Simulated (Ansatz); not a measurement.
Reaction: C2H6S (SMILES CCS) + H+ → C2H7S+ (SMILES CC[SH2+])
Each species at its own B3LYP-D3(BJ)/def2-TZVP minimum (Ansatz, a first-principles code), one conformer.

Property: proton affinity (electronic), positive where energy is released, in kJ/mol. UHF or UKS for unpaired electrons; spin-orbit terms are left out. CBS(X,Y): correlation extrapolated as X^-3, Hartree-Fock from the larger set. A bracket is a step between two methods taken in the basis named. Functionals run without relativity, which enters their misses. Double hybrids freeze cores in their MP2 part. 'core' is core correlation in cc-pwCVTZ (1s frozen past Ne), 'X2C' scalar relativity in cc-pVTZ-DK, both at CCSD(T).

CCSD(T)/CBS(cc-pV(T+d)Z,cc-pV(Q+d)Z) + [CCSDT(Q) - CCSD(T)]/cc-pV(D+d)Z + core + X2C (Ansatz) gives 813.1 kJ/mol.

Question: What does PBE/def2-TZVPD (Ansatz) give here, and how do the other levels compare?

Answer: PBE gives 818.8 kJ/mol, 5.7 kJ/mol above it. Differences of the others: r2SCAN/def2-TZVPD (Ansatz) 9.2; PBE0/def2-TZVPD (Ansatz) 7.6; B2PLYP/def2-TZVPD (Ansatz) 0.8; CCSD(T)/CBS(cc-pV(T+d)Z,cc-pV(Q+d)Z) + core + X2C (Ansatz) -0.2 kJ/mol. Nearer than PBE: B2PLYP/def2-TZVPD, CCSD(T)/CBS(cc-pV(T+d)Z,cc-pV(Q+d)Z) + core + X2C.
